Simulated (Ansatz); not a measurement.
Nudged elastic band run: FH$_{5}$Si

The input (input.yaml):

```yaml
crystal:
  periodic: [false, false, false]
  atoms:
    - { symbol: Si, position_ang: [0.312878, -0.000713, -0.191791] }
    - { symbol: H, position_ang: [0.022065, -0.003646, 1.27441] }
    - { symbol: H, position_ang: [1.786469, 0.000703, -0.353009] }
    - { symbol: H, position_ang: [-0.278688, 1.218754, -0.789883] }
    - { symbol: H, position_ang: [-0.276845, -1.218902, -0.794303] }
    - { symbol: F, position_ang: [-2.628377, 0.002958, 1.750559] }
    - { symbol: H, position_ang: [-1.703203, 0.000846, 1.744417] }
basis:
  gaussian: { orbitals: def2-TZVP }
hamiltonian:
  xc: pbe0
  dispersion: d4
neb:
  order_check: false
  images: 7
  f_tol: 0.05
  max_iterations: 60
  final_atoms:
    - { symbol: Si, position_ang: [-0.27850587, 0.00115943, -0.73238527] }
    - { symbol: H, position_ang: [-0.36828569, -0.00330741, 3.37998401] }
    - { symbol: H, position_ang: [0.93449294, -0.0003755, 0.11863083] }
    - { symbol: H, position_ang: [-0.32665044, 1.22105727, -1.57200649] }
    - { symbol: H, position_ang: [-0.32785904, -1.21684497, -1.57468092] }
    - { symbol: F, position_ang: [-1.56351816, 0.0007465, 0.2247407] }
    - { symbol: H, position_ang: [-0.83537473, -0.00243533, 2.79611714] }
  initial_path:
    images:
      - { positions_ang: [[0.312878, -0.000713, -0.191791], [0.022065, -0.003646, 1.27441], [1.786469, 0.000703, -0.353009], [-0.278688, 1.218754, -0.789883], [-0.276845, -1.218902, -0.794303], [-2.628377, 0.002958, 1.750559], [-1.703203, 0.000846, 1.744417]] }
      - { positions_ang: [[0.23958729, -0.00048744, -0.13839428], [-0.00285963, -0.00324836, 1.41310118], [1.6950197, 0.00048264, -0.36216966], [-0.3690361, 1.21223445, -0.71720375], [-0.36803348, -1.21170694, -0.72127902], [-2.42211864, 0.00239715, 1.44303617], [-1.53826014, 0.0003285, 1.72330936]] }
      - { positions_ang: [[0.16629658, -0.00026188, -0.08499756], [-0.02778425, -0.00285072, 1.55179235], [1.60357039, 0.00026227, -0.37133033], [-0.45938419, 1.20571491, -0.6445245], [-0.45922196, -1.20451188, -0.64825505], [-2.21586028, 0.0018363, 1.13551335], [-1.37331728, -0.00018901, 1.70220172]] }
      - { positions_ang: [[0.09300587, -3.632e-05, -0.03160083], [-0.05270888, -0.00245308, 1.69048353], [1.51212109, 4.191e-05, -0.38049099], [-0.54973229, 1.19919536, -0.57184524], [-0.55041044, -1.19731682, -0.57523107], [-2.00960193, 0.00127545, 0.82799052], [-1.20837442, -0.00070651, 1.68109409]] }
      - { positions_ang: [[0.01971516, 0.00018924, 0.02179589], [-0.0776335, -0.00205543, 1.82917471], [1.42067178, -0.00017845, -0.38965166], [-0.64008039, 1.19267582, -0.49916599], [-0.64159891, -1.19012176, -0.50220709], [-1.80334357, 0.00071461, 0.52046769], [-1.04343156, -0.00122401, 1.65998645]] }
      - { positions_ang: [[-0.0548401, 0.00043179, -0.1667494], [-0.15029655, -0.00236843, 2.21687703], [1.29912707, -0.00022772, -0.26258103], [-0.5617229, 1.19977118, -0.76737612], [-0.56316395, -1.19680256, -0.77032555], [-1.74338722, 0.00072258, 0.44653595], [-0.99141735, -0.00152684, 1.94401912]] }
      - { positions_ang: [[-0.12939536, 0.00067434, -0.35529469], [-0.2229596, -0.00268142, 2.60457936], [1.17758236, -0.00027698, -0.13551041], [-0.48336542, 1.20686654, -1.03558624], [-0.48472898, -1.20348336, -1.03844401], [-1.68343087, 0.00073055, 0.3726042], [-0.93940315, -0.00182967, 2.22805179]] }
      - { positions_ang: [[-0.20395061, 0.00091688, -0.54383998], [-0.29562264, -0.00299441, 2.99228169], [1.05603765, -0.00032624, -0.00843979], [-0.40500793, 1.2139619, -1.30379637], [-0.40629401, -1.21016416, -1.30656246], [-1.62347452, 0.00073853, 0.29867245], [-0.88738894, -0.0021325, 2.51208447]] }
      - { positions_ang: [[-0.27850587, 0.00115943, -0.73238527], [-0.36828569, -0.00330741, 3.37998401], [0.93449294, -0.0003755, 0.11863083], [-0.32665044, 1.22105727, -1.57200649], [-0.32785904, -1.21684497, -1.57468092], [-1.56351816, 0.0007465, 0.2247407], [-0.83537473, -0.00243533, 2.79611714]] }
```

Command:

```bash
$ ansatz run input.yaml --threads 2 --pin off --max-ram 3072MiB --backend cpu --events-out ev --progress --plain --runs-dir out
```

Output, in part (warnings, iteration lines, the closing report on the highest movable image, with atoms numbered from 0):

```
NEB end point (image 0): max|allowed force component| = 3.687e-3 eV/Å (the criterion of neb.relax_end_points is 1.000e-2)
NEB end point (image 8): max|allowed force component| = 3.032e-2 eV/Å (the criterion of neb.relax_end_points is 1.000e-2)
NEB iter   1: max|band force component| = 6.696e0 eV/Å  barrier→ = 2.7523 eV  barrier← = 3.7515 eV  Δτ_max = 0.2000 Å  (197 SCF iters)
NEB iter   2: max|band force component| = 3.497e0 eV/Å  barrier→ = 1.7349 eV  barrier← = 2.7340 eV  Δτ_max = 0.2000 Å  (203 SCF iters)
NEB iter   3: max|band force component| = 1.514e0 eV/Å  barrier→ = 1.1249 eV  barrier← = 2.1241 eV  Δτ_max = 0.2000 Å  (192 SCF iters)
NEB iter   4: max|band force component| = 1.129e0 eV/Å  barrier→ = 1.3182 eV  barrier← = 2.3174 eV  Δτ_max = 0.1218 Å  (185 SCF iters)
NEB iter   5: max|band force component| = 1.137e0 eV/Å  barrier→ = 1.3837 eV  barrier← = 2.3828 eV  Δτ_max = 0.0577 Å  (178 SCF iters)
NEB iter   6: max|band force component| = 5.578e-1 eV/Å  barrier→ = 1.3591 eV  barrier← = 2.3583 eV  Δτ_max = 0.0293 Å  (181 SCF iters)
NEB iter   7: max|band force component| = 4.669e-1 eV/Å  barrier→ = 1.3456 eV  barrier← = 2.3448 eV  CI = image 3  Δτ_max = 0.0605 Å  (171 SCF iters)
NEB iter   8: max|band force component| = 6.297e-1 eV/Å  barrier→ = 1.3567 eV  barrier← = 2.3559 eV  CI = image 3  Δτ_max = 0.0237 Å  (183 SCF iters)
NEB iter   9: max|band force component| = 1.914e-1 eV/Å  barrier→ = 1.3573 eV  barrier← = 2.3565 eV  CI = image 3  Δτ_max = 0.0044 Å  (168 SCF iters)
NEB iter  10: max|band force component| = 1.643e-1 eV/Å  barrier→ = 1.3562 eV  barrier← = 2.3553 eV  CI = image 3  Δτ_max = 0.0097 Å  (137 SCF iters)
NEB iter  11: max|band force component| = 3.652e-2 eV/Å  barrier→ = 1.3553 eV  barrier← = 2.3544 eV  CI = image 3  Δτ_max = 0.0000 Å  (311 SCF iters)
Total energy: -10669.65165961 eV, -392.1024663412 hartree
Atom 0 at    -0.180891     0.000340    -0.034982 Å, force     0.009952    -0.000127     0.020956 eV/Å
Atom 1 at     0.028375    -0.001677     1.649504 Å, force    -0.002002     0.000105    -0.017221 eV/Å
Atom 2 at     1.316312    -0.000732    -0.036753 Å, force     0.004371     0.000027    -0.003910 eV/Å
Atom 3 at    -0.541237     1.275428    -0.686906 Å, force    -0.001298     0.000682    -0.000757 eV/Å
Atom 4 at    -0.542990    -1.272546    -0.690243 Å, force    -0.001271    -0.000666    -0.000770 eV/Å
Atom 5 at    -1.903181     0.000225     0.854799 Å, force    -0.012072     0.000118    -0.001580 eV/Å
Atom 6 at    -0.942089    -0.001037     1.584982 Å, force     0.002321    -0.000138     0.003282 eV/Å
Dipole moment:     0.218087    -0.000192     0.080662 e Å
```

It converged. A vibrational analysis at the climbing image gives one clearly imaginary mode, 1135i cm⁻¹: a first-order saddle point. The orbitals stay closed-shell, which can raise the energy where a bond breaks towards radicals; this wasn't checked here.

Final band (atoms are numbered from 1 in the order of the input):

| image | path coordinate (Å) | energy (kJ/mol) | Si1–H2 (Å) | F6–H7 (Å) | Si1–F6 (Å) |
| --- | --- | --- | --- | --- | --- |
| 0 | 0.00 | 0.0 | 1.49 | 0.93 | 3.52 |
| 1 | 0.62 | 3.1 | 1.50 | 0.93 | 3.03 |
| 2 | 1.24 | 40.0 | 1.53 | 0.95 | 2.44 |
| 3 | 1.85 | 130.8 | 1.70 | 1.21 | 1.94 |
| 4 | 2.45 | 32.4 | 2.06 | 1.66 | 1.67 |
| 5 | 3.06 | -48.7 | 2.51 | 1.94 | 1.61 |
| 6 | 3.66 | -86.5 | 2.99 | 2.25 | 1.60 |
| 7 | 4.26 | -95.3 | 3.57 | 2.56 | 1.60 |
| 8 | 4.86 | -96.4 | 4.11 | 2.67 | 1.60 |

Time of the run: 81 s on 2 threads of Arm Neoverse V1, with other jobs on the host, peak memory 0.15 GiB.
